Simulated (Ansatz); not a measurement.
We consider fcc Sr, described by PBE (plane waves, PAW; Ansatz, a first-principles code).

Run with plane-wave cutoff 500 eV, 20×20×20 k mesh, Fermi–Dirac smearing 0.1 eV, scalar-relativistic PAW data made under PBE.

Computed at the level's own relaxed cell.

### Question
What does this level give for the equilibrium volume per atom and lattice parameter a?

### Answer

- equilibrium volume per atom: 55.04 Å³/atom
- lattice parameter a: 6.038 Å

Measured, for comparison: equilibrium volume per atom 55.22 Å³/atom, lattice constant a 6.045 Å (low-temperature or extrapolated to 0 K; zero-point anharmonic expansion removed; as tabulated in Csonka et al. (2009), arXiv:0903.4037). Computed (rounded) less measured: equilibrium volume per atom -0.3 %, lattice constant a -0.1 %.

Static lattice: no zero-point or thermal effects.

It cost very roughly 40 core-seconds of CPU time.
